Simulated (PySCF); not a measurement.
H2P, SMILES [PH2], doublet (PBE0/def2-SVP optimised geometry):

```
3

P     -0.699    -0.716     0.000
H     -0.734     0.716     0.000
H      0.734    -0.716     0.000
```

Level of theory: unrestricted PBE0/def2-TZVP (PySCF).

Question: What are the frontier orbital energies (α orbitals alone; a β orbital can be the lowest empty one) and the dipole moment?

Answer: HOMO-2 -10.82 eV, HOMO-1 -8.78 eV, HOMO -7.22 eV, LUMO 0.64 eV, LUMO+1 1.07 eV; dipole moment 0.63 D.

On the same geometry unrestricted PBE/def2-TZVP in PySCF gives HOMO-2 -9.45 eV, HOMO-1 -7.54 eV, HOMO -5.99 eV, LUMO -0.30 eV, LUMO+1 0.22 eV; dipole moment 0.60 D.

Meta-Löwdin charges at PBE0/def2-TZVP: P1 -0.04, H2 0.02, H3 0.02.
